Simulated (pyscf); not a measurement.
HO–GaH–Cl → Cl–Ga [singlet] + H₂O (1,1-elimination; singlet surface; Ga–O, Ga–H broken, H–O formed). Structures and frequencies: ωB97X-D3(BJ)/def2-SVP in PySCF. Correlated levels are frozen-core, on RHF or UHF. ΔMP2 is the change of the MP2 total energy from the triple- to the quadruple-zeta basis. Energies in kcal/mol from the reactant's lowest minimum found.

```json
[
 {"level": "ωB97X-D3(BJ)/def2-TZVP", "barrier": "61.1", "reaction energy": "+16.3"},
 {"level": "B3LYP-D3(BJ)/def2-TZVP", "barrier": "53.5", "reaction energy": "+9.4"},
 {"level": "M06-2X/def2-TZVP", "barrier": "58.9", "reaction energy": "+16.4"},
 {"level": "HF/def2-TZVP", "barrier": "76.0", "reaction energy": "+12.8"},
 {"level": "MP2/def2-QZVPP", "barrier": "(withheld)", "reaction energy": "+16.6"},
 {"level": "CCSD(T)/def2-TZVPP", "barrier": "59.8", "reaction energy": "+15.8"},
 {"level": "CCSD(T)/def2-TZVPP + ΔMP2(QZVPP)", "barrier": "(withheld)", "reaction energy": "(withheld)"}
]
```

Some entries are withheld; supply them.


- MP2/def2-QZVPP, barrier: 59.0
- CCSD(T)/def2-TZVPP + ΔMP2(QZVPP), barrier: 58.7
- CCSD(T)/def2-TZVPP + ΔMP2(QZVPP), reaction energy: +13.6

On the product side the descent ends in a bound adduct (not fully relaxed), 10.1 kcal/mol under the separated species and 55.0 kcal/mol under the saddle at ωB97X-D3(BJ)/def2-TZVP. This is the saddle that the search found; another between the same sides may lie lower. The CCSD(T) − MP2 part came from Ansatz, without density fitting, on the same reference. The frozen core leaves the outer d or s,p core shells of the metals and heavy elements correlated in the MP2 and CC values, and def2-TZVPP describes them poorly, which can shift differences by a few kcal/mol. Elements up to Kr have no core potential and no relativistic terms here.
